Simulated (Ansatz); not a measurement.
# AlH₃O (triplet): from Hartree-Fock to the top rungs at distance Al1–H4 along a hydrogen transfer = 2.331 Å, cc-pVDZ

The task here is to estimate one member of a computed series from the others.

Method: cc-pVDZ, core rule «outside noble gas», up to 6 orbitals frozen; program: Ansatz 0.2.0, Gaussian basis.

To be run: UHF; CCSD(T) on ROHF; CCSD(T) on UHF; BCCD(T) on ROHF; CISD; CCSDT(Q) on ROHF; CCSDT(Q) on UHF; CASSCF and MRCISD+Q, 4 electrons in 4 orbitals; CASSCF and NEVPT2, 4 electrons in 4 orbitals.

13 further runs of the same task are left out: 9 for a known fault of the program, 4 that didn't finish.

## The geometry

The geometry derives from fragments relaxed apart (PBE0/def2-TZVP) and kept rigid, so it is no stationary point. A hydrogen atom is moved between rigid fragments.

5 atoms, charge 0, spin multiplicity 3.

Atoms are counted from 1 here; the program's logs count them from 0.

Bond lengths: Al1–H2 1.586 Å, Al1–H3 1.586 Å, H4–O5 0.990 Å. Angles: H2–Al1–H3 120.0°.

The first run:

Input file in.yaml:

```yaml
crystal:
  periodic: [false, false, false]
  atoms:
    - {symbol: Al, position_ang: [-1.171294, 0.000000, 0.000000]}
    - {symbol: H, position_ang: [-1.964217, 1.373384, 0.000000]}
    - {symbol: H, position_ang: [-1.964217, -1.373384, 0.000000]}
    - {symbol: H, position_ang: [1.159706, 0.000000, 0.000000]}
    - {symbol: O, position_ang: [2.149706, 0.000000, 0.000000]}
basis:
  gaussian: {orbitals: cc-pVDZ}
magnetization: {spin_polarized: true, initial_magnetization: 2}
hamiltonian: {xc: hf}
output: {orbitals: {seedname: orbitals}}
```

The run is started by

```console
ansatz run in.yaml --threads 1 --pin off --events-out ev --progress --plain --max-ram 2393MiB
```

Among the steps run: UHF; CCSD(T) on ROHF; CCSD(T) on UHF; BCCD(T) on ROHF; CISD; CCSDT(Q) on ROHF; CCSDT(Q) on UHF; CASSCF and MRCISD+Q, 4 electrons in 4 orbitals; CASSCF and NEVPT2, 4 electrons in 4 orbitals.

One of the session's tables, all rows but one given; the rest of the session is left out.

It belongs to the step «Misses and costs». 

```
       method  from UCCSDT(Q) (meV)
         ROHF               +6870.7
          UHF               +6716.8
         RMP2               +1040.2
         UMP2               +1039.8
         CISD                +571.4
        RCCSD                +117.6
        UCCSD                +114.9
     RCCSD(T)                 +28.0
     UCCSD(T)                 +27.0
      BCCD(T)                     ?
       RCCSDT                  +8.9
       UCCSDT                  +8.0
    RCCSDT(Q)                  +1.1
    UCCSDT(Q)                     0
  CASSCF pair               +6234.8
  NEVPT2 pair                +994.6
  MRCISD pair                +493.8
MRCISD+Q pair                 +43.3
```

Q: Estimate the row for BCCD(T) from the others.

The run gave: from UCCSDT(Q) (meV): +27.7. In the column «from UCCSDT(Q) (meV)» it lies between UCCSD(T) (+27.0) and RCCSD(T) (+28.0).

Caveats from the session: Restricted and unrestricted rows rest on different reference determinants; where their highest levels disagree by more than a few hundredths of an eV, they describe different states and don't form one ladder.
